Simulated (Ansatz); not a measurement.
**HOB, singlet in 6-31G: errors against full CI**

Geometry: a PBE0/def2-TZVP stationary point for this spin, not checked as a minimum.

```xyz
3

B     0.0000    0.0000    1.1655
O     0.0000    0.0000   -0.1066
H     0.0000    0.0000   -1.0588
```

Basis 6-31G; Ansatz 0.2.0. Correlated methods freeze the noble-gas cores, which leaves 10 electrons in 18 orbitals. Prefix R: restricted or restricted open-shell reference. Active spaces: valence = (10e, 9o) chosen from the atoms' valence shells.

Full CI is exact within this basis and frozen core; it isn't the basis-set limit.

- UHF ⟨S²⟩: 0.000
- T1 diagnostic (RCCSD): 0.0186
- largest doubles amplitude (RCCSD): 0.123

```csv
level,E − E(RHF) (eV)
RMP2,-4.4287
RCCSD,-4.8273
RCCSD(T),-4.9468
```

(1) Estimate how far full CI in 6-31G lies from RCCSD(T). The table doesn't fix it; the size of (T) and the diagnostics are the guide.

(1) Full CI in 6-31G lies 25 meV below RCCSD(T), which is 21 % of the (T) step (-119 meV). A doubles amplitude is large, but (T) still catches most of what CCSD lacks.

The other levels:

```
                   level  E − E(full CI) (meV)  share of correlation (%)  wall time
                    CISD                   456                     90.83     0.39 s
                 BCCD(T)                    20                     99.60     0.21 s
                  RCCSDT                    16                     99.68          –
                  CISDTQ                    23                     99.54        2 s
               RCCSDT(Q)                    -1                    100.03     0.66 s
                 RCCSDTQ                     0                    100.01      7.5 s
  CASSCF (valence space)                  1466                     70.52          –
  NEVPT2 (valence space)                   722                     85.49      2.7 s
  MRCISD (valence space)                   187                     96.23          –
MRCISD+Q (valence space)                   143                     97.12      4.2 s
```

The correlation energy at full CI, counted from RHF, is -4.972 eV. That run took 76 s on 1 thread of AMD EPYC 7B13, shared host over 18,367,552 determinants.

Times hold each run's SCF and search for its determinant on a shared host, so for small cases they say little of a method's own cost; they ran on 1 thread of AMD EPYC 7B13.

The full-CI state has the irrep A1 of C2v, in the program's axes (one component, if the state is degenerate).

Natural occupations of full CI about the gap: 1.987 1.972 1.967 1.967 1.905 0.058 0.058 0.024 0.020 0.012; effectively unpaired electrons, Σ n²(2−n)², 0.08.

Atomization energy (electronic, same basis, no zero-point term; atoms at the same level, unrestricted beside the R rows where the molecule is a closed shell, with restricted open-shell steps beyond CCSDT(Q)) at full CI: 887.3 kJ/mol. Errors of other levels:

```json
{"level": "RHF", "error (kJ/mol)": "-215.5"}
{"level": "RMP2", "error (kJ/mol)": "21.1"}
{"level": "CISD", "error (kJ/mol)": "-39.3"}
{"level": "RCCSD", "error (kJ/mol)": "-11.5"}
{"level": "RCCSD(T)", "error (kJ/mol)": "-1.8"}
{"level": "BCCD(T)", "error (kJ/mol)": "-1.1"}
{"level": "RCCSDT", "error (kJ/mol)": "-1.5"}
{"level": "CISDTQ", "error (kJ/mol)": "-2.0"}
{"level": "RCCSDT(Q)", "error (kJ/mol)": "0.1"}
{"level": "RCCSDTQ", "error (kJ/mol)": "0.0"}
{"level": "CASSCF (valence space)", "error (kJ/mol)": "38.5"}
{"level": "NEVPT2 (valence space)", "error (kJ/mol)": "-14.6"}
{"level": "MRCISD (valence space)", "error (kJ/mol)": "-14.8"}
{"level": "MRCISD+Q (valence space)", "error (kJ/mol)": "-13.6"}
```

This basis is far from its limit, so the value isn't to be set against a measured one. Truncated CI isn't size-consistent, which counts against it in atomization.
